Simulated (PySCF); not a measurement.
**B(NH2Me)H3: geometry, NMR shifts, electronic excitations, spin-spin couplings and core binding energies**

Wanted: the NMR shifts, electronic excitations, spin-spin couplings and core binding energies of B(NH2Me)H3 (`[H]B([H])([H])<-NC`), by calculation.

The runs use PySCF 2.14.0, with density-fitted response routines of our own; the level of theory stands in each step. All values are computed, except where a source is named. Atoms count from 0, in the outputs and in this text.

### Step 1. The molecule as given

11 atoms, charge 0, multiplicity 1; geometry from: GFN2-xTB.

Bonds of the start (Å): B0–N1 1.65, B0–H8 1.19, B0–H9 1.19, B0–H10 1.19, N1–C2 1.46, N1–H3 1.02, N1–H4 1.02, C2–H5 1.09, C2–H6 1.09, C2–H7 1.09.

### Step 2. Relaxing the molecule at PBE0-D3(BJ)/def2-SVP

Job settings and geometry (Å):

```
{"job": {"xc": "PBE0", "basis": "def2-SVP", "d3": "d3bj", "grid": 1, "maxiter": 40, "kind": "geom"}, "charge": 0, "multiplicity": 1}
B     -0.247030    -0.399310    -1.271070
N     -0.247190    -0.416380     0.376540
C      0.435540     0.716530     0.988820
H      0.191290    -1.290670     0.647950
H     -1.222580    -0.442750     0.656260
H      0.407770     0.675750     2.080970
H      1.470650     0.725770     0.653490
H     -0.036760     1.635590     0.648710
H      0.896990    -0.418910    -1.601980
H     -0.810600     0.600240    -1.591260
H     -0.838070    -1.385860    -1.588420
```

Output:

```text
step   0  E = -122.27425904  max force = 0.015307
step   1  E = -122.27616797  max force = 0.005793
step   2  E = -122.27624485  max force = 0.002738
step   3  E = -122.27626377  max force = 0.000247
step   4  E = -122.27626469  max force = 0.000144
optimisation converged
```

It took 9.7 s on 1 thread, shared host.

Relaxation path:

```
step  energy from step 0 (eV)  largest force component (eV/Å)
   0                   0.0000                          0.7871
   1                  -0.0519                          0.2979
   2                  -0.0540                          0.1408
   3                  -0.0546                          0.0127
   4                  -0.0546                          0.0074
```

Distances of close pairs at the start and the end, largest changes first:

```
  bond  before (Å)  after (Å)  change (Å)
 B0–H8       1.191      1.226      +0.035
 B0–H9       1.191      1.227      +0.035
B0–H10       1.193      1.226      +0.033
 B0–N1       1.648      1.628      -0.020
 C2–H7       1.088      1.097      +0.009
 C2–H6       1.088      1.097      +0.009
 N1–C2       1.458      1.465      +0.007
 C2–H5       1.093      1.100      +0.007
```

The end geometry stands in the next job.

```
                         at the end point                 value
  point group (found at 0.08 Å tolerance)                    Cs
rotational constants (GHz, main isotopes)  28.355, 8.352, 7.403
                        dipole moment (D)                  5.60
```

### Step 3. Shielding tensors: PBE0/pcSseg-1

Job settings and geometry (Å):

```
{"job": {"kind": "nmr", "xc": "PBE0", "basis": "pcSseg-1"}, "charge": 0, "multiplicity": 1}
B     -0.245094    -0.401509    -1.266169
N     -0.247647    -0.416204     0.361567
C      0.434562     0.719947     0.986117
H      0.177715    -1.293563     0.665156
H     -1.220224    -0.456788     0.670337
H      0.402422     0.668752     2.084833
H      1.476713     0.730913     0.642930
H     -0.044004     1.644981     0.640821
H      0.936454    -0.417139    -1.594627
H     -0.819792     0.633159    -1.587915
H     -0.851095    -1.412547    -1.603040
```

Level: GIAO PBE0/pcSseg-1 NMR shielding, non-relativistic, gas phase.

Output:

```text
coarse grid: 8200 points
cycle   1  E = -122.2882291664  dE =  2.565e-04  |g| = 3.410e-01  |ddm| = 2.490e+00
cycle   2  E = -122.3051658794  dE = -1.694e-02  |g| = 2.747e-01  |ddm| = 7.133e-01
cycle   3  E = -122.3294516776  dE = -2.429e-02  |g| = 2.404e-02  |ddm| = 2.987e-01
cycle   4  E = -122.3295889421  dE = -1.373e-04  |g| = 6.866e-03  |ddm| = 2.420e-02
cycle   5  E = -122.3295964796  dE = -7.538e-06  |g| = 3.350e-03  |ddm| = 5.859e-03
cycle   6  E = -122.3295989486  dE = -2.469e-06  |g| = 4.777e-04  |ddm| = 2.381e-03
final grid: 76384 points
cycle   7  E = -122.3437499709  dE = -2.767e-05  |g| = 7.012e-03  |ddm| = 1.763e-02
cycle   8  E = -122.3437459227  dE =  4.048e-06  |g| = 8.352e-03  |ddm| = 1.141e-02
cycle   9  E = -122.3437623050  dE = -1.638e-05  |g| = 7.268e-04  |ddm| = 5.899e-03
cycle  10  E = -122.3437624205  dE = -1.154e-07  |g| = 1.352e-04  |ddm| = 4.922e-04
cycle  11  E = -122.3437624239  dE = -3.458e-09  |g| = 3.430e-05  |ddm| = 9.623e-05
cycle  12  E = -122.3437624242  dE = -2.795e-10  |g| = 9.313e-06  |ddm| = 3.574e-05
converged SCF energy = -122.3437624242

GIAO shielding tensors (ppm)
atom      isotropic    diamagn.    paramagn.     s11        s22        s33       span
  0 B      121.830     189.599     -67.769    106.075    108.330    151.086     45.012
  1 N      216.353     317.127    -100.775    205.269    215.023    228.765     23.496
  2 C      148.782     246.356     -97.574    126.785    133.640    185.920     59.135
  3 H       28.839      31.241      -2.402     22.000     26.041     38.476     16.476
  4 H       28.838      31.242      -2.404     21.993     26.043     38.476     16.483
  5 H       28.930      28.295       0.635     24.262     26.723     35.804     11.542
  6 H       28.742      29.137      -0.395     25.261     27.083     33.881      8.620
  7 H       28.740      29.138      -0.397     25.250     27.101     33.870      8.620
  8 H       29.235      30.102      -0.867     26.739     27.643     33.324      6.585
  9 H       29.235      30.102      -0.867     26.737     27.646     33.322      6.585
 10 H       29.031      29.733      -0.701     26.337     27.327     33.429      7.091
```

It took 5.7 s on 1 thread, shared host.

Shifts follow as δ = σ(reference) − σ, with reference shieldings (ppm) from runs at the same level and on the same kind of geometry: 1H TMS 31.27, 13C TMS 184.4, 15N NH3 265.7, 11B BF3·OEt2 100.7. The references are single molecules in the gas phase, so shifts against H2O, NH3, PH3, H3PO4 or CFCl3 are not on the usual liquid scales and can be off by tens of ppm. Atoms listed in one row are averaged.

```
      atoms                            environment  σ (ppm)  δ (ppm)
         C2                carbon bonded to N, 3 H    148.8     35.6
 H5, H6, H7       hydrogen on a carbon bonded to N    28.80     2.46
     H3, H4  hydrogen on a nitrogen bonded to C, B    28.84     2.43
H8, H9, H10        hydrogen on a boron bonded to N    29.17     2.10
         B0                 boron bonded to N, 3 H    121.8    -21.1
         N1           nitrogen bonded to C, B, 2 H    216.4     49.3
```

The run also stored atomic charges by several schemes (e):

```
atoms  Mulliken    IAO  Hirshfeld  ESP fit
   B0     -0.13  -0.39      -0.10    -0.08
   N1     -0.40  -0.27      -0.04    -0.12
   C2     -0.14  -0.31      -0.04    -0.25
```

Mayer bond orders: B0–N1 0.61, N1–C2 0.94.

### Step 4. Ultraviolet spectrum: wB97X-D/def2-SVPD

Same as in step 3 but for these lines:

```diff
@@ -1,2 +1,2 @@
-{"job": {"kind": "nmr", "xc": "PBE0", "basis": "pcSseg-1"}, "charge": 0, "multiplicity": 1}
+{"job": {"kind": "uv", "xc": "wB97X-D", "basis": "def2-SVPD", "ip": false, "nstates": 10}, "charge": 0, "multiplicity": 1}
 B     -0.245094    -0.401509    -1.266169
```

Level: TDDFT wB97X-D/def2-SVPD, vertical, gas phase, core orbitals frozen in the response.

Output:

```text
coarse grid: 8200 points
cycle   1  E = -122.3570092877  dE =  5.767e-02  |g| = 2.800e-01  |ddm| = 3.852e+00
cycle   2  E = -122.3818864453  dE = -2.488e-02  |g| = 1.342e-01  |ddm| = 9.091e-01
cycle   3  E = -122.3866645741  dE = -4.778e-03  |g| = 3.327e-02  |ddm| = 2.411e-01
cycle   4  E = -122.3868865359  dE = -2.220e-04  |g| = 1.329e-02  |ddm| = 5.786e-02
cycle   5  E = -122.3869259268  dE = -3.939e-05  |g| = 2.498e-03  |ddm| = 2.337e-02
cycle   6  E = -122.3869277009  dE = -1.774e-06  |g| = 4.819e-04  |ddm| = 5.413e-03
final grid: 76384 points
cycle   7  E = -122.4014600274  dE = -6.339e-05  |g| = 4.416e-03  |ddm| = 2.174e-01
cycle   8  E = -122.4014622929  dE = -2.266e-06  |g| = 3.694e-03  |ddm| = 3.301e-02
cycle   9  E = -122.4014651383  dE = -2.845e-06  |g| = 4.947e-04  |ddm| = 4.971e-03
cycle  10  E = -122.4014652100  dE = -7.167e-08  |g| = 1.683e-04  |ddm| = 3.721e-03
cycle  11  E = -122.4014652194  dE = -9.416e-09  |g| = 3.808e-05  |ddm| = 7.343e-04
cycle  12  E = -122.4014652200  dE = -5.454e-10  |g| = 9.559e-06  |ddm| = 1.462e-04
converged SCF energy = -122.4014652200

Static polarisability (au): isotropic 43.323, principal 41.102 41.581 47.286

Singlet excitations
state   eV       nm        f      main configurations
  1   7.0973    174.7   0.03085   H-1->L 0.89
  2   7.1432    173.6   0.02719   H->L 0.91
  3   8.5381    145.2   0.08705   H->L+2 0.95
  4   8.5522    145.0   0.08313   H-1->L+2 0.89
  5   8.6948    142.6   0.00001   H-1->L+3 0.91
  6   8.7228    142.1   0.00107   H->L+3 0.69, H-2->L 0.26
  7   8.8156    140.6   0.00055   H->L+1 0.86
  8   8.9244    138.9   0.00257   H-2->L 0.45, H-1->L+1 0.23, H->L+3 0.21
  9   8.9948    137.8   0.03938   H-1->L+1 0.56, H-2->L 0.21
 10   9.4505    131.2   0.05834   H->L+4 0.75, H->L+6 0.10

Triplet excitations (Tamm-Dancoff, eV): 7.0339 7.0817 8.3834 8.3876
```

Wall time 7.2 s (1 thread, shared host).

The orbitals next to the gap, with their largest atomic shares:

```
orbital      eV                       atoms
 HOMO−3  -13.55   C2 42 %, H6 17 %, H7 17 %
 HOMO−2  -11.62    N1 30 %, B0 29 %, H9 9 %
 HOMO−1   -9.65  B0 42 %, H10 29 %, H8 11 %
   HOMO   -9.65   B0 42 %, H9 24 %, H8 21 %
   LUMO    1.63   B0 23 %, C2 19 %, H3 14 %
 LUMO+1    2.80   C2 25 %, H5 20 %, B0 13 %
 LUMO+2    3.06     B0 46 %, H4 7 %, H3 7 %
```

With each of the 10 states as a Gaussian band of 0.4 eV half-width at 1/e, the curve within the window shown has maxima at 174 nm (ε 2,300), 144 nm (ε 7,500) L/(mol cm). Beyond the last state computed it falls off for lack of states. The curve at chosen wavelengths:

| nm | ε (L/mol/cm) |
| --- | --- |
| 127 | 1393 |
| 130 | 2583 |
| 132 | 3040 |
| 135 | 3446 |
| 137 | 4027 |
| 140 | 5701 |
| 142 | 6899 |
| 145 | 7434 |
| 147 | 6568 |
| 150 | 4178 |
| 152 | 2611 |
| 155 | 1038 |
| 157 | 530 |
| 160 | 333 |
| 162 | 461 |
| 165 | 927 |
| 167 | 1350 |
| 170 | 1968 |
| 172 | 2244 |
| 175 | 2319 |
| 177 | 2141 |
| 180 | 1654 |
| 182 | 1278 |
| 185 | 773 |
| 187 | 514 |
| 190 | 253 |

Ground-state properties from the same run:

```
           property  computed
  dipole moment (D)      5.40
polarisability (Å³)      6.42
 HOMO–LUMO gap (eV)     11.28
      −ε(HOMO) (eV)      9.65
```

(Part 1 of 2 ends here.)
